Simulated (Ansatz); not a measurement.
Several settings on one geometry of Na₃H₃ (the lowest singlet isomer of a short search) (that of the charge 0 singlet, PBE0-D4/def2-TZVP). Ansatz on 4 threads of Arm Neoverse V2 on a shared host; times are rough.

```xyz
6

Na   -0.844    1.760   -0.227
Na   -1.114   -1.602    0.223
Na    1.959   -0.157    0.005
H    -2.130    0.171   -0.005
H     0.918   -1.915    0.238
H     1.212    1.743   -0.235
```

Totals from different functionals, basis sets or treatments of relativity can't be compared as stabilities.

HSE06 is defined as in plane-wave codes, on full-range PBE exchange.

Scalar relativity in a set contracted without it gives distorted totals.

The spins typed aren't always the lowest for that charge.

Problem. Give the basis size and estimate the energy, ⟨S²⟩, dipole and time of these runs.

```json
{"run": "1", "method": "UKS RPBE-D3(BJ)-ATM/def2-SVP", "charge": "1", "state": "doublet", "further keys": "fitting: {mean_field: def2-universal-jkfit}; scf: {omitted_lower_state_checks: [starts]}; forces asked"}
{"run": "2", "method": "RKS HSE06-D3(BJ)/def2-SVP", "charge": "0", "state": "singlet", "further keys": "pseudopotentials: {relativity: scalar}; scf: {omitted_lower_state_checks: [starts]}; forces asked"}
{"run": "3", "method": "RKS revPBE/pcseg-2", "charge": "0", "state": "singlet", "further keys": "scf: {omitted_lower_state_checks: [starts]}; forces asked"}
```

Solution. 
```
run  functions  energy (Eh)  ⟨S²⟩  dipole (D)  wall time
  1         60    -488.2034  0.76           –      1.2 s
  2         60    -488.7286     –        0.01     0.95 s
  3         99    -488.5599     –        0.01     0.85 s
```
